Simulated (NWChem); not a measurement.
System: C₂H₆ anion, doublet; SMILES of the neutral closed-shell parent CC

Here is an NWChem input.

```
start job
memory heap 200 mb stack 900 mb global 1100 mb
charge -1
geometry units angstroms noautoz
  C      0.000000     0.000000     0.766327
  C      0.000000     0.000000    -0.766327
  H     -0.730139     0.730139     1.160625
  H      0.997388     0.267249     1.160625
  H     -0.267249    -0.997388     1.160625
  H     -0.997388    -0.267249    -1.160625
  H      0.730139    -0.730139    -1.160625
  H      0.267249     0.997388    -1.160625
end
basis spherical
  C library def2-svpd
  H library def2-svpd
end
dft
  odft
  mult 2
  xc becke97-2
  iterations 150
  mulliken
end
task dft energy
```

Parts of the log:

```
             Northwest Computational Chemistry Package (NWChem) 7.3.0
             --------------------------------------------------------

 D3D symmetry detected

                             Geometry "geometry" -> ""
                             -------------------------

 Output coordinates in angstroms (scale by  1.889725989 to convert to a.u.)

  No.       Tag          Charge          X              Y              Z
 ---- ---------------- ---------- -------------- -------------- --------------
    1 C                    6.0000     0.00000000     0.00000000     0.76632700
    2 C                    6.0000    -0.00000000     0.00000000    -0.76632700
    3 H                    1.0000    -0.73013876     0.73013876     1.16062500
    4 H                    1.0000     0.99738809     0.26724933     1.16062500
    5 H                    1.0000    -0.26724933    -0.99738809     1.16062500
    6 H                    1.0000    -0.99738809    -0.26724933    -1.16062500
    7 H                    1.0000     0.73013876    -0.73013876    -1.16062500
    8 H                    1.0000     0.26724933     0.99738809    -1.16062500

 Effective nuclear repulsion energy (a.u.)      41.9152881487

      Symmetry information
      --------------------

 Group name             D3d
 Group number             33
 Group order              12
 No. of unique centers     2

                                 NWChem DFT Module
                                 -----------------

 Summary of "ao basis" -> "ao basis" (spherical)
 ------------------------------------------------------------------------------
       Tag                 Description            Shells   Functions and Types
 ---------------- ------------------------------  ------  ---------------------
 C                         def2-svpd                 8       20   4s2p2d
 H                         def2-svpd                 4        8   2s2p

      Symmetry analysis of basis
      --------------------------

        a1g        14
        a1u         2
        a2g         2
        a2u        14
        eg         28
        eu         28

  Rotation of axis

            General Information
            -------------------
          SCF calculation type: DFT
          Wavefunction type:  spin polarized.
          No. of atoms     :     8
          No. of electrons :    19
           Alpha electrons :    10
            Beta electrons :     9
          Charge           :    -1
          Spin multiplicity:     2
          Use of symmetry is: on ; symmetry adaption is: on
          Maximum number of iterations: 150
          AO basis - number of functions:    88
                     number of shells:    40
          Convergence on energy requested:  1.00D-06
          Convergence on density requested:  1.00D-05
          Convergence on gradient requested:  5.00D-04

              XC Information
              --------------
                   Becke 97-2 Method XC Functional
                     Hartree-Fock (Exact) Exchange  0.210
                 Becke 1997-2  Exchange Functional  1.000
                Becke 1997-2 Correlation Potential  1.000

             Grid Information
             ----------------
          Grid used for XC integration:  medium
          Radial quadrature: Mura-Knowles
          Angular quadrature: Lebedev.
          Tag              B.-S. Rad. Rad. Pts. Rad. Cut. Ang. Pts.
          ---              ---------- --------- --------- ---------
          C                   0.70       49           8.0       434
          H                   0.35       45          10.0       434
          Grid pruning is: on
          Number of quadrature shells:    94
          Spatial weights used:  Erf1

      Superposition of Atomic Density Guess
      -------------------------------------

 Sum of atomic energies:         -78.24578528

 Renormalizing density from      18.00 to     19

      Non-variational initial energy
      ------------------------------

 Total energy =     -82.544269
 1-e energy   =    -196.215068
 2-e energy   =      71.755510
 HOMO         =       0.266626
 LUMO         =       0.284698

   Symmetry analysis of molecular orbitals - initial alpha
   -------------------------------------------------------

  Numbering of irreducible representations:

     1 a1g         2 a1u         3 a2g         4 a2u         5 eg
     6 eu

  Orbital symmetries:

     1 a1g         2 a2u         3 a1g         4 a2u         5 eu
     6 eu          7 a1g         8 eg          9 eg         10 a1g
    11 a2u        12 eu         13 eu         14 eg         15 eg
    16 eg         17 eg         18 a1g        19 eu         20 eu

   Symmetry analysis of molecular orbitals - initial beta
   ------------------------------------------------------

  Numbering of irreducible representations:

     1 a1g         2 a1u         3 a2g         4 a2u         5 eg
     6 eu

  Orbital symmetries:

     1 a1g         2 a2u         3 a1g         4 a2u         5 eu
     6 eu          7 a1g         8 eg          9 eg         10 a1g
    11 a2u        12 eu         13 eu         14 eg         15 eg
    16 eg         17 eg         18 a1g        19 eu         20 eu

     ---------------------------------------------
      Total Density - Mulliken Population Analysis
     ---------------------------------------------

    Atom       Charge   Shell Charges
 -----------   ------   -------------------------------------------------------
    1 C    6     7.68   1.99  0.88  0.40  1.27  1.62  1.18  0.02  0.33
    2 C    6     7.68   1.99  0.88  0.40  1.27  1.62  1.18  0.02  0.33
    3 H    1     0.61   0.72 -0.37  0.02  0.22
    4 H    1     0.61   0.72 -0.37  0.02  0.22
    5 H    1     0.61   0.72 -0.37  0.02  0.22
    6 H    1     0.61   0.72 -0.37  0.02  0.22
    7 H    1     0.61   0.72 -0.37  0.02  0.22
    8 H    1     0.61   0.72 -0.37  0.02  0.22

     --------------------------------------------
      Spin Density - Mulliken Population Analysis
     --------------------------------------------

    Atom       Charge   Shell Charges
 -----------   ------   -------------------------------------------------------
    1 C    6     1.62   0.00  0.03  0.38  1.14  0.02 -0.02  0.00  0.08
    2 C    6     1.62   0.00  0.03  0.38  1.14  0.02 -0.02  0.00  0.08
    3 H    1    -0.37   0.00 -0.49  0.00  0.12
    4 H    1    -0.37   0.00 -0.49  0.00  0.12
    5 H    1    -0.37   0.00 -0.49  0.00  0.12
    6 H    1    -0.37   0.00 -0.49  0.00  0.12
    7 H    1    -0.37   0.00 -0.49  0.00  0.12
    8 H    1    -0.37   0.00 -0.49  0.00  0.12

   convergence    iter        energy       DeltaE   RMS-Dens  Diis-err
 ---------------- ----- ----------------- --------- --------- ---------
 d= 0,ls=0.0,diis     1    -79.5074104399 -1.21D+02  4.16D-01  2.51D-01
                                                     8.47D-03  2.38D-01
 d= 0,ls=0.0,diis     2    -79.4655435499  4.19D-02  1.61D-01  3.63D-01
                                                     5.15D-03  3.58D-01
 d= 0,ls=0.0,diis     3    -79.6570460622 -1.92D-01  2.86D-02  2.29D-04
                                                     3.66D-04  2.39D-04
 d= 0,ls=0.0,diis     4    -79.6572291555 -1.83D-04  1.86D-03  3.11D-05
                                                     1.73D-04  2.23D-05
 d= 0,ls=0.0,diis     5    -79.6572454767 -1.63D-05  1.51D-03  1.12D-06
                                                     6.97D-05  6.97D-07
 d= 0,ls=0.0,diis     6    -79.6572463297 -8.53D-07  9.36D-04  3.41D-08
                                                     3.33D-05  4.01D-08
 d= 0,ls=0.0,diis     7    -79.6572464124 -8.27D-08  7.73D-05  1.35D-09
                                                     2.27D-06  5.97D-10
 d= 0,ls=0.0,diis     8    -79.6572464145 -2.10D-09  5.38D-06  4.63D-11
                                                     4.93D-07  2.74D-11

         Total DFT energy =      -79.657246414479
      One electron energy =     -191.741071007098
           Coulomb energy =       83.293463735387
    Exchange-Corr. energy =      -13.124927291509
 Nuclear repulsion energy =       41.915288148741

 Numeric. integr. density =       18.999995765844

                  Occupations of the irreducible representations
                  ----------------------------------------------

                     irrep           alpha         beta
                     --------     --------     --------
                     a1g               4.0          3.0
                     a1u               0.0          0.0
                     a2g               0.0          0.0
                     a2u               2.0          2.0
                     eg                2.0          2.0
                     eu                2.0          2.0

                    DFT Final Alpha Molecular Orbital Analysis
                    ------------------------------------------

 Vector    8  Occ=1.000000D+00  E=-1.621082D-01  Symmetry=eg
              MO Center=  1.5D-16, -2.9D-15, -2.2D-17, r^2= 2.5D+00
   Bfn.  Coefficient  Atom+Function         Bfn.  Coefficient  Atom+Function
  ----- ------------  ---------------      ----- ------------  ---------------
     6      0.308421  1 C  py                26     -0.308421  2 C  py
    57     -0.284998  5 H  s                 81     -0.284998  8 H  s
    41      0.218731  3 H  s                 73      0.218731  7 H  s
     9      0.108294  1 C  py                29     -0.108294  2 C  py
    17      0.104892  1 C  d -1              37      0.104892  2 C  d -1

 Vector    9  Occ=1.000000D+00  E=-1.621082D-01  Symmetry=eg
              MO Center= -3.1D-15, -1.2D-15, -8.2D-15, r^2= 2.5D+00
   Bfn.  Coefficient  Atom+Function         Bfn.  Coefficient  Atom+Function
  ----- ------------  ---------------      ----- ------------  ---------------
     5      0.308421  1 C  px                25     -0.308421  2 C  px
    49      0.290828  4 H  s                 65      0.290828  6 H  s
    41     -0.202803  3 H  s                 73     -0.202803  7 H  s
     8      0.108294  1 C  px                28     -0.108294  2 C  px
    19     -0.104892  1 C  d  1              39     -0.104892  2 C  d  1

 Vector   10  Occ=1.000000D+00  E= 1.337859D-01  Symmetry=a1g
              MO Center= -3.1D-14,  6.7D-13, -1.3D-12, r^2= 8.9D+00
   Bfn.  Coefficient  Atom+Function         Bfn.  Coefficient  Atom+Function
  ----- ------------  ---------------      ----- ------------  ---------------
     3      2.963941  1 C  s                 23      2.963941  2 C  s
     4      2.639238  1 C  s                 24      2.639238  2 C  s
    42     -1.878678  3 H  s                 50     -1.878678  4 H  s
    58     -1.878678  5 H  s                 66     -1.878678  6 H  s
    74     -1.878678  7 H  s                 82     -1.878678  8 H  s

 Vector   11  Occ=0.000000D+00  E= 1.926444D-01  Symmetry=a2u
              MO Center= -1.6D-14, -4.7D-13,  9.6D-13, r^2= 1.1D+01
   Bfn.  Coefficient  Atom+Function         Bfn.  Coefficient  Atom+Function
  ----- ------------  ---------------      ----- ------------  ---------------
     4      5.342664  1 C  s                 24     -5.342664  2 C  s
     3      2.908287  1 C  s                 23     -2.908287  2 C  s
    42     -1.904454  3 H  s                 50     -1.904454  4 H  s
    58     -1.904454  5 H  s                 66      1.904454  6 H  s
    74      1.904454  7 H  s                 82      1.904454  8 H  s

 Vector   12  Occ=0.000000D+00  E= 2.443481D-01  Symmetry=eu
              MO Center=  1.4D-13, -3.9D-14, -1.7D-16, r^2= 8.0D+00
   Bfn.  Coefficient  Atom+Function         Bfn.  Coefficient  Atom+Function
  ----- ------------  ---------------      ----- ------------  ---------------
    42      1.533788  3 H  s                 74     -1.533788  7 H  s
    50     -1.509806  4 H  s                 66      1.509806  6 H  s
    54      1.057103  4 H  px                70      1.057103  6 H  px
    46      0.923411  3 H  px                78      0.923411  7 H  px
    47     -0.539242  3 H  py                79     -0.539242  7 H  py

 Vector   13  Occ=0.000000D+00  E= 2.443481D-01  Symmetry=eu
              MO Center=  1.5D-12, -2.7D-12, -5.3D-13, r^2= 8.0D+00
   Bfn.  Coefficient  Atom+Function         Bfn.  Coefficient  Atom+Function
  ----- ------------  ---------------      ----- ------------  ---------------
    58      1.757220  5 H  s                 82     -1.757220  8 H  s
    63      1.142575  5 H  py                87      1.142575  8 H  py
    50     -0.899378  4 H  s                 66      0.899378  6 H  s
    42     -0.857842  3 H  s                 74      0.857842  7 H  s
    47      0.752468  3 H  py                79      0.752468  7 H  py

                     DFT Final Beta Molecular Orbital Analysis
                     -----------------------------------------

 Vector    7  Occ=1.000000D+00  E=-1.863803D-01  Symmetry=a1g
              MO Center=  8.0D-16, -2.8D-15, -1.3D-16, r^2= 1.8D+00
   Bfn.  Coefficient  Atom+Function         Bfn.  Coefficient  Atom+Function
  ----- ------------  ---------------      ----- ------------  ---------------
     7      0.410027  1 C  pz                27     -0.410027  2 C  pz
    10      0.172428  1 C  pz                30     -0.172428  2 C  pz
    41      0.114924  3 H  s                 49      0.114924  4 H  s
    57      0.114924  5 H  s                 65      0.114924  6 H  s
    73      0.114924  7 H  s                 81      0.114924  8 H  s

 Vector    8  Occ=1.000000D+00  E=-1.606122D-01  Symmetry=eg
              MO Center= -1.5D-15, -4.0D-15,  1.6D-14, r^2= 2.5D+00
   Bfn.  Coefficient  Atom+Function         Bfn.  Coefficient  Atom+Function
  ----- ------------  ---------------      ----- ------------  ---------------
    57     -0.296100  5 H  s                 81     -0.296100  8 H  s
     6      0.284995  1 C  py                26     -0.284995  2 C  py
    49      0.177002  4 H  s                 65      0.177002  6 H  s
    41      0.119099  3 H  s                 73      0.119099  7 H  s
     5      0.111927  1 C  px                25     -0.111927  2 C  px

 Vector    9  Occ=1.000000D+00  E=-1.606122D-01  Symmetry=eg
              MO Center= -4.9D-15, -4.9D-16, -6.8D-15, r^2= 2.5D+00
   Bfn.  Coefficient  Atom+Function         Bfn.  Coefficient  Atom+Function
  ----- ------------  ---------------      ----- ------------  ---------------
     5      0.284995  1 C  px                25     -0.284995  2 C  px
    41     -0.273146  3 H  s                 73     -0.273146  7 H  s
    49      0.239715  4 H  s                 65      0.239715  6 H  s
     6     -0.111927  1 C  py                26      0.111927  2 C  py
    19     -0.094019  1 C  d  1              39     -0.094019  2 C  d  1

 Vector   10  Occ=0.000000D+00  E= 1.867577D-01  Symmetry=a1g
              MO Center=  3.2D-14,  3.5D-13,  2.9D-14, r^2= 7.6D+00
   Bfn.  Coefficient  Atom+Function         Bfn.  Coefficient  Atom+Function
  ----- ------------  ---------------      ----- ------------  ---------------
     4      1.841485  1 C  s                 24      1.841485  2 C  s
     3      1.137495  1 C  s                 23      1.137495  2 C  s
    42     -0.932790  3 H  s                 50     -0.932790  4 H  s
    58     -0.932790  5 H  s                 66     -0.932790  6 H  s
    74     -0.932790  7 H  s                 82     -0.932790  8 H  s

[...]
```

Level: B97-2/def2-SVPD, spin-unrestricted. In the optimisation the excess spin sits in a1g (D3d, its own frame). The geometry was optimised at B3LYP/def2-SVPD, spin-unrestricted. This spin state was assumed; another may lie lower. No stability test was run on the SCF state. The highest occupied level is positive, so the extra electron may be held by the finite basis.
